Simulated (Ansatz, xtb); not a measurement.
# Redistribution: CF4 + C2H2S → CHF3S + C2HF

Species: CF4 (tetrafluoromethane) `FC(F)(F)F`, singlet; C2H2S `C#CS`, singlet; CHF3S (trifluoromethanethiol) `FC(F)(F)S`, singlet; C2HF `C#CF`, singlet. The partners trade F for SH; both sit on C, so the bond types are kept.

Shapes, held fixed at every level: PBE0-D4/def2-TZVP. Programs: Ansatz 0.2.0, xtb 6.7.1. The zero-point and thermal change to 298 K, harmonic and unscaled (PBE0-D4/def2-TZVP), is -0.1 kJ/mol.

```json
{"level": "GFN1-xTB", "kind": "semi-empirical", "ΔH(298 K) (kJ/mol)": "+41.7", "less CCSD(T)/CBS estimate": "-87.6", "CPU time (sum over the molecules)": "0.13 s"}
{"level": "r2SCAN-D4/def2-TZVPP", "kind": "meta-GGA", "ΔH(298 K) (kJ/mol)": "+129.6", "less CCSD(T)/CBS estimate": "+0.3", "CPU time (sum over the molecules)": "23 s"}
{"level": "B3LYP-D4/def2-TZVPP", "kind": "global hybrid", "ΔH(298 K) (kJ/mol)": "+122.0", "less CCSD(T)/CBS estimate": "-7.3", "CPU time (sum over the molecules)": "18 s"}
{"level": "BHLYP-D4/def2-TZVPP", "kind": "global hybrid", "ΔH(298 K) (kJ/mol)": "+132.3", "less CCSD(T)/CBS estimate": "+3.0", "CPU time (sum over the molecules)": "20 s"}
{"level": "r2SCAN0-D4/def2-TZVPP", "kind": "global hybrid", "ΔH(298 K) (kJ/mol)": "+135.1", "less CCSD(T)/CBS estimate": "+5.8", "CPU time (sum over the molecules)": "22 s"}
{"level": "wB97M-V/def2-TZVPP", "kind": "range-separated hybrid", "ΔH(298 K) (kJ/mol)": "+123.5", "less CCSD(T)/CBS estimate": "-5.8", "CPU time (sum over the molecules)": "52 s"}
{"level": "wB97X-V/def2-TZVPP", "kind": "range-separated hybrid", "ΔH(298 K) (kJ/mol)": "+122.6", "less CCSD(T)/CBS estimate": "-6.7", "CPU time (sum over the molecules)": "43 s"}
{"level": "CCSD(T)/CBS estimate", "kind": "coupled cluster or CI", "ΔH(298 K) (kJ/mol)": "+129.3", "less CCSD(T)/CBS estimate": "0.0", "CPU time (sum over the molecules)": "7.7 min"}
```

The highest level, CCSD(T)/CBS estimate, gives ΔH(298 K) = +129.3 kJ/mol; the levels span +41.7 to +135.1. GFN1-xTB strays far from the other rows. The column of differences is taken from that level and isn't an error. No measured value is set beside it here. The CBS estimate extrapolates MP2 from def2-TZVPP and def2-QZVPP and adds CCSD(T) − MP2 in the triple-zeta set, cores frozen. Times are processor times on shared x86 and Arm servers, and rough.
